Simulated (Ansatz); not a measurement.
**Heating and cooling a random packing of K₇NaMgCl₁₀**

A packing of 19 atoms, thrown in at random and pushed apart as soft spheres with like charges further apart (10 Cl, 7 K, 1 Mg, 1 Na) went through Langevin stages in a fixed cell of 35.04 Å³/atom, at one k point, without spin and with a Fermi–Dirac width of kT (0.05 eV at least). The calculation used DFT PBE, scalar-relativistic, plane waves, PAW (Ansatz 0.2.0).

```tsv
thermostat (K)	duration (fs)	friction (1/fs)	cutoff (eV)	mean T (K)	mean P (GPa)	mean square displacement (Å²)
1600	72	0.030	320	1844	3.3	0.25
1600	567	0.030	420	1452	2.6	2.14
1150	543	0.030	420	1328	2.0	1.43
640	681	0.030	420	715	0.9	0.57
300	750	0.030	420	306	0.5	0.34
```

Means run over the second half of a stage; pressure includes the kinetic part; displacements count from the stage's start, the atoms' common shift taken off. In so short a run the atoms moved about a bond length or less in the hot stages, so this is an annealed packing, not a quenched equilibrium liquid.

Cell and atoms were then relaxed on coarser meshes and computed once more: Plane waves to 420 eV, a k mesh through Γ of 3×2×3 on the computed 19-atom cell and Gaussian smearing (0.02 eV); no spin polarisation.

Question: What structure is left?

Answer: One draw of many: 34.42 Å³/atom with a gap on the mesh of 4.45 eV, 1.91 eV/atom below the elements' standard states (static lattices, no corrections for gases) (a random packing after short dynamics, relaxed).

Counting as bonded all pairs within 1.2 times the summed covalent radii, but none from a metal cation to another cation:

```tsv
atom → neighbour	mean count	mean length (Å)	spread (Å)
Cl → K	3.90	3.22	0.15
Cl → Mg	0.40	2.35	0.01
Cl → Na	0.50	2.81	0.11
K → Cl	5.57	3.22	0.15
Mg → Cl	4.00	2.35	0.01
Na → Cl	5.00	2.81	0.11
```

Angles between all pairs of such bonds at an atom (mean ± spread): 106 ± 28° at Cl, 104 ± 31° at K, 109 ± 9° at Mg, 106 ± 25° at Na.

```xyz
19
Lattice="8.2251 -0.3188 0.9498 -0.3655 9.4764 0.1695 0.8945 0.1181 8.5103" Properties=species:S:1:pos:R:3 pbc="T T T"
Mg    2.9427    7.7370    1.8686
Cl    3.4812    8.9811    8.3233
Cl    8.5465    0.3014    7.1412
Cl    5.1734    7.0479    1.7019
Cl    3.6067    3.2458    1.7535
Cl    7.7136    1.1230    3.3412
Cl    2.8230    9.2227    3.6862
Cl    6.4378    6.7168    5.6416
Cl    8.2340    4.0271    8.8253
Cl    4.3306    2.9874    5.9473
Cl    1.0259    6.4334    2.1177
K     2.2797    2.2966    8.3347
K     5.4816    5.0093    7.8876
K     5.5847    0.1443    5.5493
K     5.7150    1.1499    0.9267
K     6.0669    4.4462    3.4403
K     1.8239    2.6512    4.1931
K     0.6435    7.3674    7.7131
Na    0.1158    8.6284    3.8046
```

An odd mesh misses points on the zone edge, so a gap read on it can be too wide.

Cost: 6 runs of about 52 core-minutes in all (earlier runs that led there not counted), on Arm Neoverse V1 (shared hosts).